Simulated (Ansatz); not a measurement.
Input file:

```yaml
crystal:
  periodic: [false, false, false]
  atoms:
    - {symbol: Al, position_ang: [0.000000, 0.000000, 1.279407]}
    - {symbol: Mg, position_ang: [0.000000, 0.000000, -1.461555]}
    - {symbol: H, position_ang: [0.000000, 1.336907, 2.162196]}
    - {symbol: H, position_ang: [0.000000, -1.336907, 2.162196]}
    - {symbol: H, position_ang: [0.000000, 0.000000, -3.329555]}
basis:
  gaussian: {orbitals: 6-31G}
magnetization: {spin_polarized: false}
correlation: {method: ccsdt, electrons: outside_noble_gas}
accuracy: high
output: {forces: true}
```

```sh
$ ansatz run in.yaml --threads 1 --pin off --events-out ev --progress --plain --max-ram 2393MiB
```

Task: Roughly how long does this take on 1 thread of INTEL XEON PLATINUM 8581C, shared host, and how much host memory?

Result: 2.1 s wall and 0.16 GiB.

```
712 factors; integrals over basis functions are off by at most 3.8e-9 eV
mean field evaluation 1: about -12058.5336 eV, gradient 9.4e0 eV
mean field evaluation 2: about -12058.5627 eV, gradient 9.5e0 eV
mean field evaluation 4: about -12059.3567 eV, gradient 4.9e-1 eV
mean field evaluation 8: about -12059.3588 eV, gradient 2.4e-4 eV
mean field evaluation 16: about -12059.3128 eV, gradient 6.2e-2 eV
mean field -12059.35878329 eV, -443.1732611590 hartree, gradient 1.3e-8 eV, S^2 0.000000; 0 other end points of the search recorded, 0 dependent functions left out
10 core orbitals not correlated: weight in the atoms' cores, before any rotation towards them, 1.000 or more for the frozen orbitals, at most 0.000 for the correlated occupied ones
reference -12059.35878329 eV, -443.1732611590 hartree; 4, 4 occupied and 18, 18 virtual orbitals, 712 factors
second order -1.53611995 eV of doubles, -0.00000000 eV of singles
cycle   1  -1.96009108 eV  change   -4.2e-1 eV  update   6.8e-2
cycle   2  -2.23616923 eV  change   -2.8e-1 eV  update   3.3e-2
cycle   3  -2.25536280 eV  change   -1.9e-2 eV  update   9.7e-3
cycle   4  -2.25871760 eV  change   -3.4e-3 eV  update   4.2e-3
cycle   5  -2.25924101 eV  change   -5.2e-4 eV  update   1.8e-3
cycle   6  -2.25910613 eV  change    1.3e-4 eV  update   7.0e-4
cycle   7  -2.25921966 eV  change   -1.1e-4 eV  update   2.6e-4
cycle   8  -2.25931944 eV  change   -1.0e-4 eV  update   9.7e-5
cycle   9  -2.25932887 eV  change   -9.4e-6 eV  update   4.7e-5
cycle  10  -2.25930116 eV  change    2.8e-5 eV  update   1.8e-5
cycle  11  -2.25929998 eV  change    1.2e-6 eV  update   7.1e-6
cycle  12  -2.25930115 eV  change   -1.2e-6 eV  update   3.3e-6
cycle  13  -2.25930502 eV  change   -3.9e-6 eV  update   1.4e-6
cycle  14  -2.25930580 eV  change   -7.8e-7 eV  update   5.4e-7
cycle  15  -2.25930553 eV  change    2.7e-7 eV  update   2.4e-7
cycle  16  -2.25930528 eV  change    2.4e-7 eV  update   1.1e-7
cycle  17  -2.25930523 eV  change    5.6e-8 eV  update   4.8e-8
cycle  18  -2.25930520 eV  change    3.0e-8 eV  update   2.6e-8
cycle  19  -2.25930506 eV  change    1.4e-7 eV  update   9.4e-8
cycle  20  -2.25930498 eV  change    7.9e-8 eV  update   3.8e-8
cycle  21  -2.25930498 eV  change   -4.3e-9 eV  update   1.2e-8
cycle  22  -2.25930499 eV  change   -6.0e-9 eV  update   4.9e-9
cycle  23  -2.25930499 eV  change   -2.0e-9 eV  update   2.0e-9
cycle  24  -2.25930499 eV  change  -6.6e-13 eV  update  8.7e-10
the calculation of the forces begins
Total energy: -12061.61808828 eV, -443.2562890859 hartree
Atom 0 at     0.000000     0.000000     1.279407 Å, force    -0.000000    -0.000000    -0.348393 eV/Å
Atom 1 at     0.000000     0.000000    -1.461555 Å, force     0.000000     0.000000    -0.835359 eV/Å
Atom 2 at     0.000000     1.336907     2.162196 Å, force     0.000000     0.423089     0.264623 eV/Å
Atom 3 at     0.000000    -1.336907     2.162196 Å, force     0.000000    -0.423089     0.264623 eV/Å
Atom 4 at     0.000000     0.000000    -3.329555 Å, force    -0.000000    -0.000000     0.654506 eV/Å
Dipole moment:     0.000000     0.000000     0.041153 e Å
```

Forces (eV/Å):
```
Al   0.000  0.000 -0.348
Mg   0.000  0.000 -0.835
H    0.000  0.423  0.265
H    0.000 -0.423  0.265
H    0.000  0.000  0.655
```
